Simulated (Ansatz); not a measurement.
## BH₄PS, SMILES PBS: a relaxed scan of one distance

Run with the Ansatz DFT code, driven from Python.

The script, `bh4ps.py`:
```python
"""Relaxed scan of one distance in BH4PS."""

import ansatz as az
import numpy as np


def main() -> None:
    bh4ps = (
        az.Crystal.molecule()
        .atom("P", (-0.7956, -0.0037, -1.1694))
        .atom("B", (0.3118, 0.248, 0.3441))
        .atom("S", (2.062, -0.3522, 0.2488))
        .atom("H", (-1.8597, -0.5015, -0.3998))
        .atom("H", (-1.3256, 1.4026, -1.1387))
        .atom("H", (-0.0932, 0.7669, 1.3326))
        .atom("H", (1.7615, -1.6282, 0.7367))
    )

    setup = bh4ps.calculation()
    setup = setup.basis(gaussian="def2-SVP")
    setup = setup.functional("b3lyp")
    symbols = [site.symbol for site in bh4ps.cartesian_sites]
    pairs = [(0, 1), (0, 3), (0, 4), (1, 2), (1, 5), (2, 6)]
    print("held (A)   E (eV)        ", "  ".join(f"{symbols[i]}{i}-{symbols[j]}{j}" for i, j in pairs))
    for length in [1.74, 1.89, 2.04, 2.27, 2.55]:
        report = setup.relax(constraints=[az.DistanceConstraint((0, 1), at=length)], force_tolerance=0.02, max_steps=60).run(threads=1, pin="off").report
        xyz = np.array(report["positions_ang"])
        print(f"{length:6.2f} {report['free_energy_ev']:14.5f}  ", "  ".join(f"{np.linalg.norm(xyz[i] - xyz[j]):.3f}" for i, j in pairs))


if __name__ == "__main__":
    main()
```

Output of `python bh4ps.py`:
```text
held (A)   E (eV)         P0-B1  P0-H3  P0-H4  B1-S2  B1-H5  S2-H6
DeckWarning: relax.constraints: the input's atoms, or those drawn, lie off the distances that are held; a relaxation that starts there is brought onto them ahead of its first SCF, by positions alone, an atom by 7.61e-2 Å at the most. With the symmetry detection on, the symmetry is detected on the input's atoms as so [...]
  1.74   -20860.20146   1.740  1.420  1.422  1.795  1.205  1.357
  1.89   -20860.46527   1.890  1.424  1.426  1.786  1.204  1.357
  2.04   -20860.36036   2.040  1.427  1.428  1.779  1.203  1.356
  2.27   -20859.87468   2.270  1.431  1.430  1.772  1.201  1.355
  2.55   -20859.11653   2.550  1.433  1.432  1.761  1.198  1.355
```
(Warnings from the package without file and line, shortened, repeats left out.)

Notes:
- Total energies depend on the basis set; only differences at equal settings carry meaning.
- The energies are electronic: no zero-point or thermal terms, and the basis set is short of its limit.
- b3lyp holds the VWN-RPA fit, as in Gaussian; the form of ORCA and Turbomole is b3lyp5.
- Wall time of the script: 3.1 min on 1 thread of Arm Neoverse V2, with other jobs on the host, peak memory 0.21 GiB.

(Lines on the test bed's own set-up are left out of the output.)
